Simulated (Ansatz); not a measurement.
**CrAu₄: computed properties**

Theory: DFT r2SCAN, scalar-relativistic, plane waves, PAW in Ansatz 0.2.0.

Cutoff 500 eV; k points 10×10×10 on the computed 5-atom cell (Γ-centred); Gaussian smearing, width 0.10 eV; collinear spin from starting moments 4.18 0 0 0 0 μB.

The structure is relaxed at this level of theory with its symmetry kept. Whether it is the stable form of this composition wasn't checked.

Symmetry: I4/m, No. 87, tetragonal system. The conventional cell has a = 6.478 Å, b = 6.478 Å, c = 4.080 Å, α = 90.00°, β = 90.00°, γ = 90.00°. Around Cr (site symmetry 4/m) lie 12 Au at 2.88 to 2.89 Å. Au (site symmetry m) has 9 Au at 2.86 to 2.94 Å and 3 Cr at 2.88 to 2.89 Å as nearest neighbours.

| Quantity | Value |
| --- | --- |
| Volume per atom | 115.6 bohr³ |
| Formation energy from the elements' standard states (uncorrected) | -0.059 eV/atom |
| Generalised Kohn–Sham band gap | none (metal) |
| Density of states at the Fermi level | 1.95 states/eV per cell |
| Löwdin character within 0.5 eV of the Fermi level | Cr 3d 42 %, Au 6s 20 %, Au 5d 17 %, unprojected 16 % |
| Bader charges (e) | Cr (1 in the cell) 1.03, Au (4 in the cell) -0.26 |
| Total moment | 4.05 μB per cell |
| Site moments (μB; atoms counted from 1 over the whole cell) | Cr (atom 1) 3.80 |

The state reached may not be the lowest one. Spin-orbit coupling is left out, which matters for the bands of heavy elements. Only parallel moments were tried here.

Only this magnetic start was tried.

Cost: 1 run of about 5.7 core-minutes, on Intel Xeon Platinum 8559C (Emerald Rapids) (shared hosts).